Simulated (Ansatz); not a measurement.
**CCl2 (SMILES Cl[C]Cl): a rigid scan of the bond length C2–Cl3**

An exercise on one series of results from a longer session: the logs are not shown, and one member is left open.

The runs use Ansatz 0.2.0, Gaussian basis; single points in def2-TZVPP.

Levels: PBE-D4, r2SCAN-D4, PBE0-D4, B3LYP-D4, wB97M-V, Hartree-Fock, MP2, CCSD, CCSD(T). The scan takes 1.503, 1.563, 1.650, 1.751, 1.864, 1.985, 2.114, 2.250, 2.391 Å.

Correlated methods freeze the cores. B3LYP uses VWN-RPA correlation.

28 further runs of the same task are left out: 28 set aside as unsound or not needed.

**Starting geometry**

The minimum, relaxed at PBE0-D4: SMILES `Cl[C]Cl`, 3 atoms, charge 0, spin multiplicity 1.

Atoms are counted from 1 here; the program's logs count them from 0.

Bond lengths: Cl1–C2 1.708 Å, C2–Cl3 1.708 Å. Angles: Cl1–C2–Cl3 109.5°.

Geometry (Å):

```
Cl    1.2367   -0.3293    0.6443
C    -0.2316   -0.5851   -0.1898
Cl   -1.0051    0.9145   -0.4545
```

Energies of the minimum (eV), from earlier single points: PBE-D4 -26069.18522, r2SCAN-D4 -26078.18050, PBE0-D4 -26070.94787, B3LYP-D4 -26081.31003, wB97M-V -26078.90639, CCSD(T) -26051.52859.

At the minimum the bond length C2–Cl3 is 1.708 Å.

The first run:

The input, ccsdt-tzvpp/in.yaml:

```yaml
crystal:
  periodic: [false, false, false]
  atoms:
    - {symbol: Cl, position_ang: [1.236737, -0.329343, 0.644283]}
    - {symbol: C, position_ang: [-0.231611, -0.585136, -0.189822]}
    - {symbol: Cl, position_ang: [-0.912293, 0.734504, -0.422700]}
basis:
  gaussian: {orbitals: def2-TZVPP}
correlation: {method: ccsd_t}
```

No record of the launch command was kept for these runs.

Among the steps run: C2–Cl3 = 1.503 Å; C2–Cl3 = 1.563 Å; C2–Cl3 = 1.650 Å; C2–Cl3 = 1.751 Å; C2–Cl3 = 1.864 Å; C2–Cl3 = 1.985 Å; C2–Cl3 = 2.114 Å; C2–Cl3 = 2.250 Å; C2–Cl3 = 2.391 Å.

One of the session's tables, all rows but one given; the rest of the session is left out.

It belongs to the step «The curves». Energies less that of the minimum at the same level (eV):

```
bond length (Å)  PBE-D4  PBE0-D4  B3LYP-D4  wB97M-V  Hartree-Fock
          1.503   0.747    0.643     0.706    0.655         0.656
          1.563   0.360    0.283     0.331    0.290         0.281
          1.650   0.070    0.038     0.059    0.040         0.031
1.708 (minimum)   0.000    0.000     0.000    0.000         0.000
          1.751  -0.007    0.017     0.001    0.017         0.026
          1.864       ?        ?         ?        ?             ?
          1.985   0.323    0.481     0.369    0.490         0.575
          2.114   0.626    0.853     0.690    0.874         1.003
          2.250   0.970    1.263     1.050    1.302         1.468
          2.391   1.327    1.681     1.424    1.740         1.936
```

Estimate the missing values for bond length (Å) = 1.864.

Worked estimate for «PBE-D4». A straight line through the neighbours (1.751, -0.007) and (1.985, 0.323) gives -0.007 + (0.323 + 0.007) × (1.864 − 1.751) / (1.985 − 1.751) = 0.152; a parabola fitted to 4 rows on both sides gives 0.099.

As computed: PBE-D4: 0.096; PBE0-D4: 0.186; B3LYP-D4: 0.124; wB97M-V: 0.187; Hartree-Fock: 0.231. In «PBE-D4» the line misses by +0.056 and the parabola by +0.003.
